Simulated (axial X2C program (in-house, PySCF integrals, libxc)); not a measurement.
# Nuclear properties of NO

Computed with an axial X2C code built on PySCF integrals: two-component X2C with atomic mean-field Coulomb and Gaunt terms, Gaussian nuclei, basis O dyall-av3z, N dyall-av3z with contracted cores.

R = 1.141 Å (near the PBE0 minimum at charge 0 of the determinant lowest at the starting distance; the state shown can have its own minimum elsewhere).

Determinant lowest in the PBE0 search, Ω = 1/2 (⟨Sz⟩ = -0.50, ⟨Lz⟩ = 1.00 at PBE0), spin on the atoms O -0.14, N -0.36:

```
 level  Eeff magnitude (GV/cm)  Ws magnitude O (kHz)  Ws magnitude N (kHz)  A∥/gI O (MHz)  qzz O (a.u.)  A∥/gI N (MHz)  qzz N (a.u.)  μ (D)
  PBE0                0.000917              9.23e-05              0.000627            513          0.20            498         -0.48  -0.16
    HF                 0.00305              0.000792               0.00108            525          0.28            434         -0.65   0.21
   LDA                0.000935              0.000784              0.000174            554          0.16            532         -0.42  -0.28
r2SCAN                0.000277              0.000769               0.00084            486          0.20            450         -0.45  -0.22
   PBE                0.000872              1.13e-05              0.000529            523          0.19            499         -0.42  -0.28
```

Eeff is the effective electric field on the electron electric dipole moment in this Ω state and Ws the scalar–pseudoscalar constant of the nucleus named (defined with the proton number Z and per Ω); A∥ (defined per Ω) follows by multiplying with gI = μI/(I μN); qzz is the electric field gradient, eQq0 = 234.96 MHz × Q/barn × qzz; μ is positive if the N end (last atom) is positive. The operators were transformed with the bare-nucleus X2C matrices; with these basis sets, hyperfine constants and field gradients can be off by tens of per cent, and where levels differ in sign neither size nor sign is settled.

Task: With gI(17O) = -0.7575, Q(17O) = -0.02558 barn, gI(14N) = 0.4038, Q(14N) = 0.02044 barn (g factors from the IAEA table of nuclear moments by Stone; Q from Pyykkö, Mol. Phys. 2018), turn the PBE0 values of the first state into constants in MHz.

Result: A∥(17O) = 513 × -0.7575 = -389 MHz; eQq0(17O) = 234.96 × (-0.02558) × (0.20) = -1.2 MHz; A∥(14N) = 498 × 0.4038 = 201 MHz; eQq0(14N) = 234.96 × (0.02044) × (-0.48) = -2.31 MHz.

Each state is one determinant with collinear spin. Unrestricted Hartree–Fock can overshoot spin polarisation at the nuclei. Where Eeff spreads by more than a factor of two the levels disagree and none is to be relied on. The search compared states at one distance, so a state with another bond length can lie lower. The sign of Ws at O differs between levels in the first state. The sign of Ws at N differs between levels in the first state. Further determinants of the search, some of them spin-mixed, are not shown.
